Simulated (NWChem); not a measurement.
# O3S (sulfur trioxide): B86bPBE/DGauss-DZVP

Aim: the vertical ionisation energy of O3S (sulfur trioxide) at B86bPBE/DGauss-DZVP, from 2 runs. 

The calculation is run with NWChem 7.3.0.

### Step 1. The system as given

O3S has 4 atoms, charge 0, and is taken as a singlet. As SMILES, `O=S(=O)=O`. The coordinates come from a GFN2-xTB relaxation.

Bond lengths: O1–S2 1.418 Å, S2–O3 1.418 Å, S2–O4 1.418 Å. Angles: O1–S2–O3 120.0°, O1–S2–O4 120.0°, O3–S2–O4 120.0°.

### Step 2. Energy and one-electron properties at B86bPBE/DGauss-DZVP

The input, o3s.xyz:

```xyz
4
O3S properties
O     -1.120230    -0.683760     0.536200
S      0.000050    -0.000150    -0.000380
O      1.307630    -0.327510     0.440320
O     -0.187450     1.011420    -0.976150
```

The input, o3s.nw:

```
start o3s
title "O3S properties"
memory 2200 mb

geometry units angstrom noautosym nocenter noautoz
 load o3s.xyz
end

basis spherical bse
 * library DGauss-DZVP
end

dft
 xc becke86b cpbe96
 mult 1
 grid medium
 mulliken
 noprint "final vectors analysis"
end

property
 efieldgrad
 efield
 mulliken
 electrondensity
 dipole
end

task dft property
```

Launch:

```sh
$ nwchem o3s.nw > o3s.out
```

Output:

```text
Northwest Computational Chemistry Package (NWChem) 7.3.0
             --------------------------------------------------------

           Job information
           ---------------

    nwchem branch   = 7.3.0
    use scalapack   = T
    input           = o3s.nw
    prefix          = o3s.
    data base       = ./o3s.db
    status          = startup
    nproc           =        1

           Memory information
           ------------------

    heap     =     72089594 doubles =      550.0 Mbytes
    stack    =     72089599 doubles =      550.0 Mbytes
    global   =    144179200 doubles =     1100.0 Mbytes (distinct from heap & stack)
    total    =    288358393 doubles =     2200.0 Mbytes
    verify   = yes
    hardfail = no

           Directory information
           ---------------------

  0 permanent = .
  0 scratch   = .

                                NWChem Input Module
                                -------------------

                                  O3S properties
                                  --------------

 Scaling coordinates for geometry "geometry" by  1.889725989
 (inverse scale =  0.529177249)

                             Geometry "geometry" -> ""
                             -------------------------

 Output coordinates in angstroms (scale by  1.889725989 to convert to a.u.)

[... 67 lines left out ...]
  convergence criterion.
[... 42 lines left out ...]
          Convergence on energy requested:  1.00D-07
[... 1 line left out ...]
          Convergence on gradient requested:  5.00D-04
[... 20 lines left out ...]
          Convergence Information
[... 2 lines left out ...]
          total energy or number of iterations.
[... 27 lines left out ...]
 1-e energy   =   -1225.811157
[... 26 lines left out ...]
   convergence    iter        energy       DeltaE   RMS-Dens  Diis-err    time
[... 12 lines left out ...]
      One electron energy =    -1224.416649466718
[... 1 line left out ...]
    Exchange-Corr. energy =      -51.373616660583
[... 50 lines left out ...]
          Dipole Moment
[... 9 lines left out ...]
   -EFC- dipole         0.0000000000 A.U.
[... 2 lines left out ...]
   Dipole moment        0.0027170163 Debye(s)
[... 4 lines left out ...]
   Total dipole         0.0027170163 DEBYE(S)
[... 124 lines left out ...]
        0.921790       0.380735      -0.073104
       -0.230610       0.690051       0.686038
        0.311644      -0.615525       0.723883

 ------------------------------------------------------------
   Atom      X         Y         Z
 ------------------------------------------------------------
    4 O   -0.35423   1.91131  -1.84466
 ------------------------------------------------------------

 Electric field gradient in molecular frame (a.u.)
         XX             YY             ZZ             XY             XZ             YZ
 ------------------------------------------------------------------------------------------
        1.419438      -0.723953      -0.695485       0.354471      -0.197194       0.747954

 Principal components (a.u.) and orientation
 of principal axis w.r.t. absolute frame                      Asymmetry parameter eta
 --------------------------------------------------------------------------------------
       -1.510161       1.479537       0.030624                       0.959443

       -0.132661       0.988552      -0.071868
        0.713912       0.145600       0.684931
       -0.687554      -0.039556       0.725055

          ---------------------
          Electron/spin density
          ---------------------

 1 a.u. = 4.80286 10**(-10) esu

 Total electron density
 ----------------------
   Point      X         Y         Z      Density (a.u.)
    1 O   -2.11693  -1.29212   1.01327     289.284222
    2 S    0.00009  -0.00028  -0.00072    2502.473660
    3 O    2.47106  -0.61890   0.83208     289.284807
    4 O   -0.35423   1.91131  -1.84466     289.284539

 Task  times  cpu:        9.0s     wall:        9.0s
 Total times  cpu:        9.0s     wall:        9.0s
```

Wall time 9.6 s (1 thread of Intel Xeon Platinum 8175M at 2.50GHz (Skylake/Cascade Lake), shared host); peak memory 0.11 GiB.

Atomic charges (e):

```csv
atom,Mulliken,Löwdin
O1,-0.425,-0.450
S2,+1.275,+1.350
O3,-0.425,-0.450
O4,-0.425,-0.450
```

### Step 3. The doublet cation, same level

The input, o3s.nw:

```
start o3s
memory total 2200 mb
charge 1
geometry noautosym nocenter noautoz
  O     -1.120230    -0.683760     0.536200
  S      0.000050    -0.000150    -0.000380
  O      1.307630    -0.327510     0.440320
  O     -0.187450     1.011420    -0.976150
end
basis spherical bse
  * library DGauss-DZVP
end
dft
  xc becke86b cpbe96
  mult 2
  grid medium
  iterations 150
  mulliken
  print low
end
property
  efieldgrad
  efield
  mulliken
  electrondensity
  dipole
end
task dft property
```

Launch:

```sh
$ nwchem o3s.nw > o3s.out
```

Output (excerpt; [...] marks lines left out):

```text
[...]
      One electron energy =    -1211.819429947156
[... 1 line left out ...]
    Exchange-Corr. energy =      -50.956516457821
[... 56 lines left out ...]
          Dipole Moment
[... 9 lines left out ...]
   -EFC- dipole         0.0000000000 A.U.
[...]
   Dipole moment        0.0017587290 Debye(s)
[... 4 lines left out ...]
   Total dipole         0.0017587290 DEBYE(S)
[... 171 lines left out ...]
 ------------------------------------------------------------
 Electric field gradient in molecular frame (a.u.)
[...]
```

It took 16 s on 1 thread of Intel Xeon Platinum 8175M at 2.50GHz (Skylake/Cascade Lake), shared host; peak memory 0.11 GiB.

Atomic charges (e):

```csv
atom,Mulliken,Löwdin
O1,-0.141,-0.150
S2,+1.423,+1.450
O3,-0.141,-0.150
O4,-0.141,-0.150
```

### Step 4. Outcome

At B86bPBE/DGauss-DZVP:

```
                                          quantity          value
                         singlet O3S: total energy  -623.72220 Eh
                        singlet O3S: dipole moment         0.00 D
                      doublet cation: total energy  -623.26965 Eh
                              doublet cation: ⟨S²⟩          0.754
vertical ionisation energy (to the doublet cation)      12.315 eV
```

In words: The vertical ionisation energy comes to 12.31 eV (284 kcal/mol).
